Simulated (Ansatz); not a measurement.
# C₂H₃ClO (singlet): the correlation ladder, cc-pV(T+d)Z

One table from this session's results is given with a row withheld; the runs are named, their logs left out.

Computed with Ansatz 0.2.0, Gaussian basis. Level: cc-pV(T+d)Z, core rule «outside noble gas», up to 8 orbitals frozen.

Plan: UHF; CCSD(T) on RHF; CCSDT(Q) on RHF.

2 further runs of the same task are left out: 2 set aside as unsound or not needed.

## The geometry

The geometry is an MP2(full)/6-31G* stationary point (not a proven minimum).

7 atoms, charge 0, spin multiplicity 1.

Atoms are counted from 1 here; the program's logs count them from 0.

Bond lengths: C1–C2 1.498 Å, C1–Cl3 1.800 Å, C1–O4 1.200 Å, C2–H5 1.090 Å, C2–H6 1.092 Å, C2–H7 1.092 Å. Angles: C2–C1–Cl3 111.9°, C2–C1–O4 127.4°, Cl3–C1–O4 120.6°, C1–C2–H5 108.8°, C1–C2–H6 109.6°, C1–C2–H7 109.6°, H5–C2–H6 110.5°, H5–C2–H7 110.5°, H6–C2–H7 107.9°.

Set-up of the first run:

in.yaml

```yaml
crystal:
  periodic: [false, false, false]
  atoms:
    - {symbol: C, position_ang: [0.078136, 0.574889, 0.000000]}
    - {symbol: C, position_ang: [1.564211, 0.767388, 0.000000]}
    - {symbol: Cl, position_ang: [-0.374150, -1.166988, 0.000000]}
    - {symbol: O, position_ang: [-0.767403, 1.425951, 0.000000]}
    - {symbol: H, position_ang: [1.779163, 1.835804, 0.000000]}
    - {symbol: H, position_ang: [1.995983, 0.291078, 0.882679]}
    - {symbol: H, position_ang: [1.995983, 0.291078, -0.882679]}
basis:
  gaussian: {orbitals: "cc-pV(T+d)Z.json"}
magnetization: {spin_polarized: true, initial_magnetization: 0}
hamiltonian: {xc: hf}
output: {orbitals: {seedname: orbitals}}
```

Run with:

```console
$ ansatz run in.yaml --threads 1 --pin off --events-out ev --progress --plain --max-ram 3956MiB --backend cpu
```

Steps of the session up to this table: UHF; CCSD(T) on RHF; CCSDT(Q) on RHF.

One table of the session follows, with a row left open; its other results are not shown here.

It belongs to the step «Misses and costs». 

| method | from RCCSDT(Q) (meV) |
| --- | --- |
| RHF | +22263.0 |
| RMP2 | ? |
| RCCSD | +1044.1 |
| RCCSD(T) | +71.3 |
| RCCSDT | +56.5 |
| RCCSDT(Q) | 0 |

Q: Estimate the row for RMP2 from the others.

As computed: from RCCSDT(Q) (meV): +1751.2. In the column «from RCCSDT(Q) (meV)» it lies between RCCSD (+1044.1) and RHF (+22263.0).

With the free atoms at the same levels and basis (separate runs), the atomisation energy is 28.125 eV at RCCSDT(Q), 28.113 eV at RCCSD(T), 20.305 eV at RHF.
